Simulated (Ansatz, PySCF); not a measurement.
Isomers of CHN: 1 is C#N, 2 is [C-]#[NH+]; one conformer of each (the lowest of an xTB search), B3LYP-D3(BJ)/def2-TZVP minima.
Isomer 1 (charge 0, multiplicity 1):
```tsv
atom	x (Å)	y (Å)	z (Å)
C	-0.0218	-0.3621	0.0000
N	0.9218	0.2885	0.0000
H	-0.9000	-0.9676	0.0000
```
Isomer 2 (charge 0, multiplicity 1):
```xyz
3

C      1.10850    -0.00004     0.00000
N     -0.05554    -0.00003     0.00000
H     -1.05296     0.00007     0.00000
```

No zero-point or thermal terms.

Frozen-core correlation. CBS(a, b) extrapolates the correlation energy as X⁻³ and adds the Hartree–Fock energy of set b.

Codes used: Ansatz (a quantum-chemistry and plane-wave program) with Gaussian orbitals; PySCF for the dispersion terms. Values without a source in brackets are computed.

PBE/def2-TZVPP gives 14.88 kcal/mol for the electronic energy of isomer 2 less that of isomer 1.

Where do these levels fall relative to PBE: PBE-D3(BJ)/def2-TZVPP, r2SCAN/def2-TZVPP, PBE0/def2-TZVPP, wB97M-V/def2-TZVPP, B2PLYP/def2-TZVPP, MP2/CBS(cc-pVTZ, cc-pVQZ), CCSD(T)/CBS(cc-pVTZ, cc-pVQZ).

PBE-D3(BJ)/def2-TZVPP -0.05; r2SCAN/def2-TZVPP -0.49; PBE0/def2-TZVPP -1.19; wB97M-V/def2-TZVPP -2.63; B2PLYP/def2-TZVPP 0.41; MP2/CBS(cc-pVTZ, cc-pVQZ) 2.66; CCSD(T)/CBS(cc-pVTZ, cc-pVQZ) -0.07 kcal/mol. 2 of 7 lie above PBE; the widest gap is to MP2/CBS(cc-pVTZ, cc-pVQZ).
